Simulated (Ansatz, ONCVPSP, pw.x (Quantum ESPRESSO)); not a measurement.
**Os (bcc): variants of one ONCV potential in the solid**

Os (Z = 76), optimised norm-conserving Vanderbilt (ONCV), made with ONCVPSP 4.0.1.1 (patched build) (PBEsol, scalar-relativistic). Core [Kr] 4d10 4f14, reference 5s2 5p6 5d6 6s2. Waves: 5s+6s: rc 1.65 bohr, ncon 4, nbas 8, qcut 6.4 1/bohr, 2 projectors; 5p: rc 1.95 bohr, ncon 4, nbas 8, qcut 7.3 1/bohr, 1 projector; 5d: rc 2.05 bohr, ncon 3, nbas 7, qcut 7.4 1/bohr, 2 projectors, debl 1 Ha. Local part: polynomial inside 1.40 bohr (lpopt 5, dvloc0 0 Ha). Core correction: Teter function, fcfact 5.75, rcfact 1.6.

Crystal test: bcc Os in pw.x 7.5, no spin, 15³ k-points, Fermi–Dirac smearing 0.01 Ry, cutoffs set for each file from its atomic test. The reference is all-electron LAPW (Ansatz 0.2.0) with the same functional, mesh and smearing; V0 and B0 come from Birch–Murnaghan fits to the pressures at five volumes. Errors are pseudo minus all-electron; Δ is the rms difference of the E(V) curves that follow from these fits, minima aligned, over ±6 % about the mean V0. Mesh and smearing are coarse, so the numbers serve the comparison and aren't converged zero-temperature values; the lattice is a test structure that the element need not adopt.

All-electron: a0 = 3.063 Å (V0 = 14.37 Å³/atom), B0 = 379.8 GPa.

Base: This is a poor potential for the solid.

1 further variants are left out: they gave no file fit for a test, a broken result, the same result as the base, or pressures whose basis-set error rivals the error shown.

```tsv
change	cutoffs (Ry)	pw.x	a0 (Å)	a0 error (%)	B0 error (%)	Δ (meV/atom)	mean pressure error (GPa)
base	50/200	converged	3.035	-0.92	+4.9	33.3	-10.44
p: rc 1.82	50/200	converged	3.037	-0.83	+4.2	30.2	-9.46
local potential polynomial inside 1.40 bohr (lpopt 5, dvloc0 -1 Ha)	50/200	converged	3.029	-1.09	+6.0	39.9	-12.43
s: qcut 8.2	65/260	converged	3.035	-0.90	+4.8	32.8	-10.26
s: rc 2.3	50/200	converged	3.034	-0.94	+5.1	34.1	-10.67
```
